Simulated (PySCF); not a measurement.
**UCCSD(T)/STO-3G run of NO2 (nitrogen dioxide)**

Aim: the vertical doublet–quartet gap of NO2 (nitrogen dioxide) at UCCSD(T)/STO-3G, from 2 runs. The job is set up through a Python script.

The calculation is run with PySCF 2.14.0.

19 further runs of the same task are left out: 11 that didn't finish, 8 set aside as unsound or not needed.

### 1 Starting point

NO2: 3 atoms, total charge 0, spin state doublet. SMILES: `[O]N=O`. The coordinates come from a GFN2-xTB relaxation.

Bond lengths: O1–N2 1.181 Å, N2–O3 1.181 Å. Angles: O1–N2–O3 137.9°.

### 2 The energy at UCCSD(T)/STO-3G

input.py

```python
# nitrogen dioxide
from pyscf import gto, cc

mol = gto.M(
    atom='''
O        0.201690      -1.092400      -0.004860
N       -0.247880      -0.008390      -0.136210
O        0.046180       1.100790       0.141070
''',
    verbose=3,
    basis='sto-3g',
    spin=1,
    max_memory=1860,
)

hf = mol.UHF()
hf.conv_tol = 1e-10
hf.kernel()
if not hf.converged:
    hf = hf.newton().run(hf.mo_coeff, hf.mo_occ)

mycc = cc.CCSD(hf, frozen=3)
mycc.kernel()
e_t = mycc.ccsd_t()
e_final = mycc.e_tot + e_t
print('Final energy', e_final)
```

The run is started by

```console
$ OMP_NUM_THREADS=1 python input.py
```

Standard output:

```text
converged SCF energy = -201.264925167855  <S^2> = 0.7598703  2S+1 = 2.0098461
E(UCCSD) = -201.4600224200517  E_corr = -0.1950972521965028
UCCSD(T) correction = -0.0177580767166758
Final energy -201.4777804967684
```

It took 1 s on 1 thread of Arm Neoverse V1, shared host; peak memory 0.12 GiB.

### 3 The quartet

job.py

```python
from pyscf import gto, scf, cc

system = gto.Mole()
system.atom = 'O 0.201690 -1.092400 -0.004860; N -0.247880 -0.008390 -0.136210; O 0.046180 1.100790 0.141070'
system.max_memory = 1860
system.verbose = 4
system.basis = 'sto-3g'
system.charge = 0
system.spin = 3
system.build()

mf = scf.UHF(system)
mf.conv_tol = 1e-10
mf.kernel()
if not mf.converged:
    mf = mf.newton().run(mf.mo_coeff, mf.mo_occ)

mycc = cc.CCSD(mf, frozen=3)
mycc.kernel()
e_t = mycc.ccsd_t()
energy = mycc.e_tot + e_t
print('E = %.10f Eh' % energy)
```

The run is started by

```console
$ OMP_NUM_THREADS=1 python job.py
```

Standard output:

```text
PySCF version 2.14.0

[INPUT] num. atoms = 3
[INPUT] num. electrons = 23
[INPUT] charge = 0
[INPUT] spin (= nelec alpha-beta = 2S) = 3
[INPUT] symmetry False subgroup None
[INPUT] Mole.unit = angstrom
[INPUT] Symbol           X                Y                Z      unit          X                Y                Z       unit  Magmom
[INPUT]  1 O      0.201690000000  -1.092400000000  -0.004860000000 AA    0.381138862064  -2.064336818475  -0.009184068965 Bohr   0.0
[INPUT]  2 N     -0.247880000000  -0.008390000000  -0.136210000000 AA   -0.468425311757  -0.015854802185  -0.257399595427 Bohr   0.0
[INPUT]  3 O      0.046180000000   1.100790000000   0.141070000000 AA    0.087267552432   2.080191620660   0.266583664392 Bohr   0.0

nuclear repulsion = 65.5670012668303
number of shells = 9
number of NR pGTOs = 45
number of NR cGTOs = 15
basis = sto-3g
ecp = {}

******** <class 'pyscf.scf.uhf.UHF'> ********
method = UHF
initial guess = minao
damping factor = 0
level_shift factor = 0
DIIS = <class 'pyscf.scf.diis.CDIIS'>
diis_start_cycle = 1
diis_space = 8
diis_damp = 0
SCF conv_tol = 1e-10
SCF conv_tol_grad = None
SCF max_cycles = 50
direct_scf = True
direct_scf_tol = 1e-13
number electrons alpha = 13  beta = 10
Set gradient conv threshold to 1e-05
init E= -202.069719435162
[... the frontier-level lines of each cycle are left out ...]


cycle= 1 E= -201.134493470276  delta_E= 0.935  |g|= 0.277  |ddm|= 2.31
cycle= 2 E= -201.195198087348  delta_E= -0.0607  |g|= 0.102  |ddm|= 0.443
cycle= 3 E= -201.204586645012  delta_E= -0.00939  |g|= 0.0454  |ddm|= 0.129
cycle= 4 E= -201.209554880479  delta_E= -0.00497  |g|= 0.0171  |ddm|= 0.128
cycle= 5 E= -201.210383687302  delta_E= -0.000829  |g|= 0.00505  |ddm|= 0.0631
cycle= 6 E= -201.210452019554  delta_E= -6.83e-05  |g|= 0.00217  |ddm|= 0.0182
cycle= 7 E= -201.210467194721  delta_E= -1.52e-05  |g|= 0.000641  |ddm|= 0.00984
cycle= 8 E= -201.210468566962  delta_E= -1.37e-06  |g|= 0.000133  |ddm|= 0.00341
cycle= 9 E= -201.210468597394  delta_E= -3.04e-08  |g|= 4.07e-05  |ddm|= 0.000448
cycle= 10 E= -201.210468600472  delta_E= -3.08e-09  |g|= 9.9e-06  |ddm|= 0.000176
cycle= 11 E= -201.210468600606  delta_E= -1.34e-10  |g|= 4.31e-06  |ddm|= 2.8e-05
cycle= 12 E= -201.210468600638  delta_E= -3.22e-11  |g|= 1.43e-06  |ddm|= 1.55e-05
Extra cycle  E= -201.210468600641  delta_E= -2.73e-12  |g|= 8.47e-07  |ddm|= 2.58e-06
converged SCF energy = -201.210468600641  <S^2> = 3.7601964  2S+1 = 4.005095

******** <class 'pyscf.cc.uccsd.UCCSD'> ********
CC2 = 0
CCSD nocc = (np.int64(10), np.int64(7)), nmo = (12, 12)
frozen orbitals 3
max_cycle = 50
direct = 0
conv_tol = 1e-07
conv_tol_normt = 1e-06
diis_space = 6
diis_start_cycle = 0
diis_start_energy_diff = 1e+09
Init t2, MP2 energy = -0.0786215756396181
Init E_corr(UCCSD) = -0.0786215756402057
cycle = 1  E_corr(UCCSD) = -0.0934891961979973  dE = -0.0148676206  norm(t1,t2) = 0.0678757
cycle = 2  E_corr(UCCSD) = -0.0997155887573832  dE = -0.00622639256  norm(t1,t2) = 0.0412574
cycle = 3  E_corr(UCCSD) = -0.108276982557349  dE = -0.0085613938  norm(t1,t2) = 0.0269979
cycle = 4  E_corr(UCCSD) = -0.108094122765815  dE = 0.000182859792  norm(t1,t2) = 0.00462506
cycle = 5  E_corr(UCCSD) = -0.108172766053782  dE = -7.8643288e-05  norm(t1,t2) = 0.00187215
cycle = 6  E_corr(UCCSD) = -0.108269349938668  dE = -9.65838849e-05  norm(t1,t2) = 0.000710283
cycle = 7  E_corr(UCCSD) = -0.108232608902504  dE = 3.67410362e-05  norm(t1,t2) = 0.000295098
cycle = 8  E_corr(UCCSD) = -0.108240753828231  dE = -8.14492573e-06  norm(t1,t2) = 0.000118154
cycle = 9  E_corr(UCCSD) = -0.108242949154257  dE = -2.19532603e-06  norm(t1,t2) = 4.95843e-05
cycle = 10  E_corr(UCCSD) = -0.108242419317264  dE = 5.29836993e-07  norm(t1,t2) = 2.03379e-05
cycle = 11  E_corr(UCCSD) = -0.108241698477674  dE = 7.2083959e-07  norm(t1,t2) = 7.84538e-06
cycle = 12  E_corr(UCCSD) = -0.108241775435932  dE = -7.69582572e-08  norm(t1,t2) = 3.51088e-06
cycle = 13  E_corr(UCCSD) = -0.108241836782685  dE = -6.1346753e-08  norm(t1,t2) = 1.62628e-06
cycle = 14  E_corr(UCCSD) = -0.108241861099356  dE = -2.43166716e-08  norm(t1,t2) = 7.87157e-07
UCCSD converged
E(UCCSD) = -201.3187104617402  E_corr = -0.1082418610993561
UCCSD(T) correction = -0.0017079990111902
E = -201.3204184608 Eh
```

Run time: 0.82 s. Hardware: 1 thread of Arm Neoverse V1, shared host; peak memory 0.1 GiB.

### 4 Outcome

Level: UCCSD(T)/STO-3G, 3 core orbitals frozen.

| quantity | value |
| --- | --- |
| doublet: total energy | -201.47778 Eh |
| doublet: dipole moment (Hartree–Fock density) | 0.20 D |
| doublet: HOMO energy (Hartree–Fock orbitals) (highest over α and β) | -9.58 eV |
| doublet: LUMO energy (Hartree–Fock orbitals) (lowest over α and β) | 5.42 eV |
| doublet: correlation energy (3 core orbitals frozen) | -212.9 mEh |
| doublet: (T) correction | -17.76 mEh |
| doublet: ⟨S²⟩ of the reference determinant | 0.760 |
| doublet: T1 diagnostic | 0.022 |
| quartet: total energy | -201.32042 Eh |
| quartet: dipole moment (Hartree–Fock density) | 0.51 D |
| quartet: HOMO energy (Hartree–Fock orbitals) (highest over α and β) | -7.44 eV |
| quartet: LUMO energy (Hartree–Fock orbitals) (lowest over α and β) | 4.81 eV |
| quartet: correlation energy (3 core orbitals frozen) | -109.9 mEh |
| quartet: (T) correction | -1.71 mEh |
| quartet: ⟨S²⟩ of the reference determinant | 3.760 |
| quartet: T1 diagnostic | 0.026 |
| vertical energy of the quartet above the doublet | 4.282 eV |

**Reading.** At this shape the quartet lies 4.28 eV (413 kJ/mol) above the doublet. In a minimal basis such a difference can be off by several eV, whatever the method. Mulliken charges (doublet) of the mean-field density run from -0.11 on O3 to +0.22 on N2. The triples (doublet) make up 8.3 % of the correlation energy. The triples (quartet) make up 1.6 % of the correlation energy.
